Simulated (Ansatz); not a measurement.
```xyz
7

C     0.8405    0.5056   -0.9678
C     0.0850    0.0381   -0.0213
C    -0.6836   -0.4325    0.9118
F    -0.3188   -0.5025    2.1894
Cl   -2.2650   -1.0281    0.6476
H     1.5152   -0.1394   -1.5245
H     0.8269    1.5589   -1.2352
```

The species carries charge 0 and has multiplicity 1.

Q: List the CAM-B3LYP/def2-TZVPP orbital energies in eV (the Gaussian-basis code of Ansatz). (An estimate is asked.)

A: Ansatz gave: Occupied: -2765.20, -674.57, -282.91, -279.91, -279.78, -259.93, -199.06, -198.81, -198.81, -36.40, -26.59, -24.14, -21.59, -18.20, -16.20, -15.80, -15.69, -14.54, -13.22, -11.80, -11.28, -9.99, -8.71. Lowest empty: 0.05, 1.29, 2.50, 2.56, 4.02, 4.15, 5.40, 5.86.
